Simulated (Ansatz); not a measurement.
Isomers of C$_{2}$H$_{7}$Al (singlet), relaxed with r2SCAN-D4/def2-TZVP; total energies from Ansatz at CCSD(T)/def2-TZVPP.

| isomer | description | energy (Eh) |
| --- | --- | --- |
| A | AlMe2H (C2H7Al) | -322.27312 |
| B | AlH2Et (C₂H₇Al) | -322.24904 |

Correlated methods freeze 7 core orbitals.

Work out the relative energies (1 Eh = 2625.5 kJ/mol) and the Boltzmann populations at 1200 K from electronic energies alone (R = 8.314 J/mol/K).

ΔE: A 0.0, B 63.2 kJ/mol. RT = 9.98 kJ/mol. Factors exp(−ΔE/RT): A 1, B 0.00178; sum 1.002. Populations: A 99.8 %, B 0.2 %. Zero-point energy, vibrational entropy and symmetry numbers are left out and can shift these; an error of 4 kJ/mol changes a ratio by a factor of 1.5. Over the other density-functional and correlated levels in def2 sets, the gap between A and B ranges from 57 to 69 kJ/mol.
